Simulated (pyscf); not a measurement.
`[CH3][InH][NH2]` + `[H][H]` -> `[CH3][InH2]` + `[NH3]`, a four-centre exchange (singlet surface; In–N, H–H broken, H–In, H–N formed). Single points on ωB97X-D3(BJ)/def2-SVP structures (PySCF, gas phase). Energies in kcal/mol from the separated reactants.

Small-basis levels: PySCF, no dispersion term, spherical d functions. 

**Question.** In single points B3LYP/6-31G*+LANL2DZ puts the saddle at 21.3 kcal/mol and the reaction energy at +6.7 kcal/mol. Should these be trusted to within a few kcal/mol? Compare with ωB97M-D3(BJ)/def2-TZVP.

**Answer.** ωB97M-D3(BJ)/def2-TZVP gives ΔE‡ = 18.9 kcal/mol and ΔE = -0.9 kcal/mol. B3LYP/6-31G*+LANL2DZ lies 2.4 kcal/mol over it in the barrier and 7.5 kcal/mol over it in the reaction energy, so on this step it does not hold to within 3.0 kcal/mol. ωB97M-D3(BJ)/def2-TZVP has limits of its own. On the product side the descent ends in an adduct with a In–N contact (not fully relaxed), 20.5 kcal/mol under the separated species and 37.7 kcal/mol under the saddle at ωB97X-D3(BJ)/def2-TZVP. What is counted as broken (In–N) persists as a longer contact in the product adduct; parting that adduct is a step of its own. At the saddle there is also a short H–In contact that neither side keeps. This is the saddle that the search found; another between the same sides may lie lower. In the def2 sets elements past Kr carry core potentials, without spin-orbit coupling.
